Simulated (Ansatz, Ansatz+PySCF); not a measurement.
```xyz
2

Li    0.0000    0.0000   -1.0570
F     0.0000    0.0000    0.3523
```

RHF-MP2 on singlet LiF was run in several spherical basis sets with Ansatz (development build ahead of 0.2.0). Frozen core: 1 orbital.

Problem. Rank the basis sets by the total energy that they give, lowest first, with the distance from the lowest.
A. 6-31G(d)
B. cc-pVTZ
C. def2-TZVP
D. def2-SVP
E. cc-pVDZ

Solution. C (0.00 eV), B (0.51 eV), E (3.82 eV), A (4.51 eV), D (6.35 eV).

Totals follow the description of the cores as much as that of the bonds, so this order isn't one of quality for chemistry.
